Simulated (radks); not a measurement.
# Excited configurations of F³⁺

The task here is to estimate one member of a computed series from the others.

Method: scalar-relativistic Kohn-Sham, PBEsol, spin-polarised, spherical densities, finite nucleus; open shells are filled with parallel spins first. Code: radks (a radial shooting solver on a logarithmic mesh, Libxc functionals) version 1.

## Starting point

* element: fluorine (Z = 9)
* charge: +3
* electrons: 6
* configuration: [He] 2s2 2p2
* nuclear rms radius: 2.8976 fm

Outer shells as boxes (Hund's rule):

F³⁺
```
[He] core
2s [↑↓]
2p [↑ ][↑ ][  ]
```

Set-up of the first run:

Input:

```text
Z 9
configuration [He] 2s2 2p2
relativity scalar-relativistic
functional pbe_sol,pbe_sol
spin polarised
nucleus finite rms 2.8976 fm
c 137.035999084
```

Among the steps run: Ground configuration: [He] 2s2 2p2.

One of the session's tables, all rows but one given; the rest of the session is left out.

Sizes of the orbitals, from the radial functions (bohr):

```
  level     <r>  outermost maximum (interpolated)  90 % within
  1s up       ?                                 ?            ?
1s down  0.1760                             0.114        0.315
  2s up  0.8713                             0.715         1.36
2s down  0.8889                             0.724         1.39
  2p up  0.8189                             0.619         1.35
2p down  0.8454                             0.634         1.40
```

**Question.** Estimate the row for 1s up.

As computed: <r>: 0.1766; outermost maximum (interpolated): 0.115; 90 % within: 0.316. In the column «<r>» it lies between 1s down (0.1760) and 2p up (0.8189).

Caveats from the session: Open shells are spherical and high-spin; term and fine-structure splittings are not resolved.
